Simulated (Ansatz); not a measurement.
**C3H3N: how energies converge with the basis set**

The task here is to estimate one member of a computed series from the others.

The runs use Ansatz 0.2.0, Gaussian basis; one geometry, several basis sets.

Levels to be run: PBE0-D4/def2-SVP; ωB97M-V/def2-SVP; PBE0-D4/def2-QZVPP; ωB97M-V/def2-QZVPP; the functionals' def2-TZVPP values are taken from earlier runs.

### The geometry

All runs share one geometry, relaxed beforehand with PBE0-D4 in a triple-zeta def2 set.

SMILES `C=C=C=N`, 7 atoms, charge 0, spin multiplicity 1.

Atoms are counted from 1 here; the program's logs count them from 0.

Bond lengths: C1–C2 1.309 Å, C1–H5 1.088 Å, C1–H6 1.088 Å, C2–C3 1.271 Å, C3–N4 1.232 Å, N4–H7 1.020 Å. Angles: C2–C1–H5 121.6°, C2–C1–H6 121.8°, H5–C1–H6 116.6°, C1–C2–C3 177.6°, C2–C3–N4 173.2°, C3–N4–H7 114.3°.

Set-up of the first run:

Input file in.yaml:

```yaml
crystal:
  periodic: [false, false, false]
  atoms:
    - {symbol: C, position_ang: [-0.970200, 1.187604, 0.151406]}
    - {symbol: C, position_ang: [-0.171363, 0.177213, -0.082747]}
    - {symbol: C, position_ang: [0.617977, -0.803582, -0.258302]}
    - {symbol: N, position_ang: [1.342062, -1.751011, -0.567762]}
    - {symbol: H, position_ang: [-1.568929, 1.635810, -0.638720]}
    - {symbol: H, position_ang: [-1.070377, 1.622227, 1.143749]}
    - {symbol: H, position_ang: [1.882130, -2.136361, 0.206776]}
basis:
  gaussian: {orbitals: def2-SVP}
hamiltonian: {xc: pbe0, dispersion: d4}
output: {orbitals: {seedname: orbitals}}
```

The run is started by

```sh
ansatz run in.yaml --threads 2 --pin off --events-out ev --progress --plain --max-ram 4352MiB
```

Steps of the session up to this table: PBE0-D4 in def2-SVP; ωB97M-V in def2-SVP; PBE0-D4 in def2-QZVPP; ωB97M-V in def2-QZVPP.

One table of the session follows, with a row left open; its other results are not shown here.

It belongs to the step «Density functionals: the series». 

| functional | basis | HOMO (eV) | LUMO (eV) |
| --- | --- | --- | --- |
| PBE0-D4 | def2-SVP | -6.58 | -1.98 |
| PBE0-D4 | def2-TZVPP | -6.72 | -2.14 |
| PBE0-D4 | def2-QZVPP | -6.75 | -2.18 |
| ωB97M-V | def2-SVP | ? | ? |
| ωB97M-V | def2-TZVPP | -8.90 | 0.00 |
| ωB97M-V | def2-QZVPP | -8.93 | -0.06 |

**Question.** Estimate the row for ωB97M-V, def2-SVP.

**Answer.** HOMO (eV): -8.73; LUMO (eV): 0.23. In the column «HOMO (eV)» it lies between ωB97M-V, def2-TZVPP (-8.90) and PBE0-D4, def2-QZVPP (-6.75).
